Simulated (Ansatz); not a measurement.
`CC(C)(C)C#N` + CH₃OH → `COC#N` + `CC(C)C` at 600 K and 1 bar (substitution at a C–C bond).

Isolated molecules relaxed with PBE0-D4/def2-TZVP in Ansatz; ΔE leaves out vibrations. CCSD(T)/CBS adds triple-zeta CCSD(T) − MP2 to the extrapolated MP2 energy (def2 sets, frozen cores). This one scheme is used for every species.

```tsv
species	CCSD(T)/CBS energy (Eh)	H − E (kJ/mol)	S (J/(mol·K))
`CC(C)(C)C#N`	-250.38233	412.0	437.8
CH₃OH	-115.61712	163.6	277.3
`COC#N`	-207.72673	171.5	336.0
`CC(C)C`	-158.24397	402.4	381.6
```

H − E and S are ideal-gas, rigid-rotor, harmonic terms from PBE0-D4/def2-TZVP. 1 Eh = 2625.50 kJ/mol, R = 8.31446 J/(mol·K).

By hand: ΔE, ΔH, ΔS and ΔG.

ΔE = (-207.72673) + (-158.24397) − (-250.38233) − (-115.61712) = 0.02875 Eh = 75.5 kJ/mol. Δ(H − E) = 171.5 + 402.4 − 412.0 − 163.6 = -1.7, so ΔH = 73.8 kJ/mol. ΔS = 336.0 + 381.6 − 437.8 − 277.3 = 2.5 J/(mol·K). ΔG = 73.8 − 600 × (2.5)/1000 = 72.3 kJ/mol.

By hand: the equilibrium constant, and the temperature at which ΔG would vanish if ΔH and ΔS stayed fixed.

log₁₀ K = −ΔG/(RT ln 10) = -6.3. ΔG = 0 at ΔH/ΔS = 29520 K, far beyond where these terms or the molecules hold.

The number of gas molecules stays the same, so ΔS is small and ΔH decides. A doubt of 5 kJ/mol in ΔE shifts log₁₀ K by 0.4 here. These are equilibria of isolated gas molecules and say nothing of rates. Largest T1 diagnostic: 0.014 (customary marks: 0.02 for closed shells, 0.045 for open ones).
